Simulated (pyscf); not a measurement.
PySCF, gas phase, ωB97X-D3(BJ)/def2-SVP geometries.

Question: PBE/def2-TZVP puts the barrier of HO–In=PH + H₂ → H₂P–In [singlet] + H₂O (concerted two-bond exchange; singlet surface; In–O, H–H broken, H–P, H–O formed) at 28.8 kcal/mol and the reaction energy at -22.4 kcal/mol, from the separated reactants. What do B3LYP-D3(BJ)/def2-TZVP, PBE0-D3(BJ)/def2-TZVP, ωB97M-D3(BJ)/def2-TZVP give on the same structures?

Answer: B3LYP-D3(BJ): ΔE‡ = 28.5 kcal/mol, ΔE = -26.3 kcal/mol; PBE0-D3(BJ): ΔE‡ = 32.6 kcal/mol, ΔE = -26.1 kcal/mol; ωB97M-D3(BJ): ΔE‡ = 34.4 kcal/mol, ΔE = -26.9 kcal/mol. PBE's barrier lies among them. Its reaction energy lies over all of them, by 3.7 to 4.5 kcal/mol. On the product side the descent ends in a bound adduct (not fully relaxed), 8.8 kcal/mol under the separated species and 70.6 kcal/mol under the saddle at ωB97X-D3(BJ)/def2-TZVP. At ωB97X-D3(BJ)/def2-TZVP the barrier from the zero used here is 37.4 kcal/mol. This is the saddle that the search found; another between the same sides may lie lower. One closed-shell reference is unstable to symmetry breaking; treat the single-reference values with care. Elements past Kr carry the def2 core potentials, without spin-orbit coupling.
